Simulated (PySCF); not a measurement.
Compound: vinylene carbonate, C₃H₂O₃.
Bonds: O1–C2 (double), C2–O3, O3–C4, C4–C5 (double), C5–O6, C2–O6. Hydrogens: H7 on C4; H8 on C5.

The closed-shell ground state was solved at several levels (PySCF, density fitting, gas phase, non-relativistic). Geometry: PBE0-D3(BJ)/def2-TZVP; no solvent, vibrations or thermal averaging.

```
                level  basis functions  total energy (Eh)  HOMO (eV)  LUMO (eV)  gap (eV)  dipole (D)
        PBE0/pcSseg-2              244          -340.9434      -7.51      -0.21      7.30        4.68
  wB97X-D/aug-cc-pVTZ              322          -341.1895      -9.32       0.64      9.96        4.64
CAM-B3LYP/aug-cc-pVTZ              322          -341.1782      -8.86       0.06      8.92        4.72
```

What might PBE0/aug-cc-pVTZ (322 basis functions) give for the same quantities?

Total energy -340.9365 Eh, HOMO -7.49 eV, LUMO -0.24 eV, gap 7.25 eV, dipole 4.59 D.

Over all these levels, which gives the widest orbital gap and which the narrowest?

wB97X-D/aug-cc-pVTZ (range-separated hybrid) has the widest, 9.96 eV, and PBE0/aug-cc-pVTZ (global hybrid, 25 % exact exchange) the narrowest, 7.25 eV. The two share the basis. From the narrowest to the widest the HOMO moves by -1.83 eV and the LUMO by +0.88 eV.

How far do the dipole and the HOMO energy spread over the levels?

The dipole runs from 4.59 to 4.72 D (mean 4.66 D) and the HOMO from -9.32 to -7.49 eV.

The pairwise dispersion term of wB97X-D wasn't added to the energies; at a given geometry it leaves orbitals and properties as they are.
